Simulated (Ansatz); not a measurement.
Cost and result up the ladder for the cluster SiS2 (the lowest singlet isomer of a short search) (3 atoms). The state is a singlet with charge 0. Geometry: B3LYP-D4/def2-TZVP.

Cartesian coordinates in Å:
```
Si 0.0000 0.0000 0.0000
S -1.5585 0.5794 0.9707
S 1.5585 -0.5794 -0.9707
```

Ansatz on 4 threads of Arm Neoverse V1 on a shared host. Times are rough, and most runs start from the orbitals of an earlier one. ωB97X-V/def2-TZVP serves as the yardstick here, not as an exact answer. Differences are given only for rows in sets of like size (and for xTB, whose basis is part of the method), since another set adds its own error. Binding counts from free atoms at the same level (Si triplet, S triplet; other spins of the atoms weren't run), without zero-point energy or a counterpoise term.

B3LYP takes the VWN-RPA correlation. Correlated methods freeze 15 core orbitals. The structure comes from a short search, and lower isomers may exist.

Correlated methods converge slowly with the basis.

```
                         level  functions  binding energy per atom (eV)  difference from ωB97X-V/def2-TZVP (eV)
            CCSD(T)/def2-TZVPP        126                          3.10                                   -0.20
              PBE0-D4/def2-SVP         54                          3.22                                       –
            CCSD(T)/def2-TZVPD        135                          3.10                                   -0.21
             ωB97X-V/def2-TZVP        111                          3.30                                    0.00
               PBE-D4/def2-SVP         54                          3.39                                       –
                 MP2/def2-TZVP        111                          3.29                                   -0.02
             PBE-D4/def2-TZVPD        135                          3.45                                    0.14
PBE-D4/def2-TZVP (with forces)        111                          3.45                                    0.15
                B3LYP-D4/6-31G         39                          2.33                                       –
            PBE0-D4/def2-TZVPD        135                          3.30                                    0.00
         LDA (SPW92)/def2-TZVP        111                          3.94                                    0.63
          r2SCAN-D4/def2-TZVPD        135                          3.38                                    0.07
            PBE-QIDH/def2-TZVP        111                          3.26                                   -0.05
             RPA@PBE/def2-TZVP        111                          2.88                                   -0.42
```

Q: Estimate how long each takes.

A: B3LYP-D4/6-31G 0.3 s; LDA (SPW92)/def2-TZVP 0.35 s; PBE-D4/def2-SVP 0.35 s; PBE0-D4/def2-SVP 0.35 s; MP2/def2-TZVP 0.5 s; PBE-D4/def2-TZVP (with forces) 0.7 s; PBE-D4/def2-TZVPD 0.85 s; RPA@PBE/def2-TZVP 1 s; PBE0-D4/def2-TZVPD 1.1 s; PBE-QIDH/def2-TZVP 1.4 s; CCSD(T)/def2-TZVPP 1.6 s; ωB97X-V/def2-TZVP 1.7 s; r2SCAN-D4/def2-TZVPD 2.1 s; CCSD(T)/def2-TZVPD 2.2 s. On shared hardware such times vary by a factor of up to 3.
